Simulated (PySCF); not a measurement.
Gas-phase reaction: 2 HBNH + 6 H = B₂H₆ + 2 NH₂

Method: PySCF energies plus ideal-gas RRHO corrections (1 bar). † marks an energy on the PBE0/def2-TZVP geometry and frequencies; other levels use their own. MP2 and CCSD(T) freeze the core. 6-31G* has spherical d functions here. Open shells (unrestricted): H (multiplicity 2), NH₂ (multiplicity 2); the rest are closed-shell singlets. HBNH: computed as isolated molecules; such fragments, hydroxides, amides, oligomers or adducts are transient or little studied in the gas. MP2 isn't extrapolated to the basis-set limit; its ΔH°(298 K) is -809.4 kJ in def2-SVP and -888.9 kJ in def2-TZVPP. CCSD(T) isn't extrapolated to the basis-set limit; its ΔH°(298 K) is -916.4 kJ in def2-SVP and -998.3 kJ in def2-TZVPP. The harmonic model lacks anharmonicity and excited electronic states, which grow with temperature; levels with a mode under 35 cm⁻¹ are left out.

ΔH° and ΔS° at 298 K: CCSD(T)/def2-SVP† -916 kJ, -486 J/K; HF/6-31G* -814 kJ, -484 J/K; M06-2X/def2-TZVP† -965 kJ, -486 J/K; MP2/def2-TZVPP† -889 kJ, -486 J/K; PBE/def2-SVP -914 kJ, -482 J/K; PBE/def2-TZVP† -949 kJ, -486 J/K.

Task: With the heat capacities included, give log10 K (1 bar) at 600, 1400, 1600, 1800, 2000 K from CCSD(T)/def2-SVP†, HF/6-31G*, M06-2X/def2-TZVP†, MP2/def2-TZVPP†, PBE/def2-SVP, PBE/def2-TZVP†.

Result: 
| T (K) | CCSD(T)/def2-SVP† | HF/6-31G* | M06-2X/def2-TZVP† | MP2/def2-TZVPP† | PBE/def2-SVP | PBE/def2-TZVP† |
|---|---|---|---|---|---|---|
| 600 | 53.5 | 44.7 | 57.7 | 51.1 | 53.6 | 56.3 |
| 1400 | 5.8 | 2.1 | 7.6 | 4.8 | 6.1 | 7.0 |
| 1600 | 1.3 | -2.0 | 2.8 | 0.4 | 1.6 | 2.3 |
| 1800 | -2.3 | -5.2 | -0.9 | -3.1 | -2.0 | -1.4 |
| 2000 | -5.2 | -7.8 | -3.9 | -5.9 | -4.8 | -4.3 |
